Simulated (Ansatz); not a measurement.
Start from `S[Si]Cl` and change one atom or group to get `N[Si]S`.

Ansatz, PBE0-D4/def2-TZVP geometries, multiplicity 1. Each molecule was computed in one conformer, which needn't be the lowest.

| property | `S[Si]Cl` |
| --- | --- |
| HOMO energy (PBE/def2-TZVPP) / eV | -6.16 |
| HOMO energy (PBE0/def2-TZVPP) / eV | -7.24 |
| LUMO energy (ωB97M-V/def2-TZVPP) / eV | -0.50 |
| ideal-gas entropy at 298 K and 1 bar (rigid rotor, harmonic PBE0-D4/def2-TZVP) / J/(mol·K) | 293 |
| size of the dipole moment (B3LYP/def2-TZVPP) / D | 1.71 |
| size of the dipole moment (PBE/def2-TZVPP) / D | 1.58 |

(1) Give the same properties after the change, and the shifts. (Best estimate.)

Answers

(1) The calculation gave: 
```
                                                                                  property  `N[Si]S`  shift
                                                         HOMO energy (PBE/def2-TZVPP) / eV     -5.60   0.56
                                                        HOMO energy (PBE0/def2-TZVPP) / eV     -6.65   0.59
                                                     LUMO energy (ωB97M-V/def2-TZVPP) / eV      0.71   1.21
ideal-gas entropy at 298 K and 1 bar (rigid rotor, harmonic PBE0-D4/def2-TZVP) / J/(mol·K)       291     -2
                                          size of the dipole moment (B3LYP/def2-TZVPP) / D      1.49  -0.22
                                            size of the dipole moment (PBE/def2-TZVPP) / D      1.51  -0.07
```

With PBE0 the HOMO rises by 0.59 eV and the LUMO rises by 1.24 eV, so the gap widens by about 0.65 eV. PBE moves the HOMO by 0.56 eV and ωB97M-V by 0.55 eV. The zero-point energy changes by 65.3 kJ/mol with +6 modes. Dipoles are sizes alone; their direction can turn.

B3LYP here is the variant with VWN-RPA as its local correlation; programs differ in this.
